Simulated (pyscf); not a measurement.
Optimised with ωB97X-D3(BJ)/def2-SVP in PySCF.

Question: For `[F][Sn]([F])([F])[F]` + `[H][H]` -> `[FH]` + `[F][SnH]([F])[F]`, a four-centre exchange (singlet surface; F–Sn, H–H broken, F–H, H–Sn formed), PBE/def2-TZVP gives ΔE‡ = 104.8 kJ/mol and ΔE = +9.1 kJ/mol (zero: the separated reactants). In which direction and how far do B3LYP-D3(BJ)/def2-TZVP, PBE0-D3(BJ)/def2-TZVP, ωB97M-D3(BJ)/def2-TZVP move these?

Answer: B3LYP-D3(BJ): ΔE‡ = 124.1 kJ/mol, ΔE = +5.8 kJ/mol; PBE0-D3(BJ): ΔE‡ = 112.7 kJ/mol, ΔE = -2.2 kJ/mol; ωB97M-D3(BJ): ΔE‡ = 126.0 kJ/mol, ΔE = +1.6 kJ/mol. PBE's barrier lies under all of them, by 7.9 to 21.2 kJ/mol. Its reaction energy lies over all of them, by 3.3 to 11.3 kJ/mol. On the product side the descent ends in a bound adduct (not fully relaxed), 34.2 kJ/mol under the separated species and 153.3 kJ/mol under the saddle at ωB97X-D3(BJ)/def2-TZVP. One saddle was located; it need not be the lowest between these sides. Elements past Kr carry the def2 core potentials, without spin-orbit coupling.
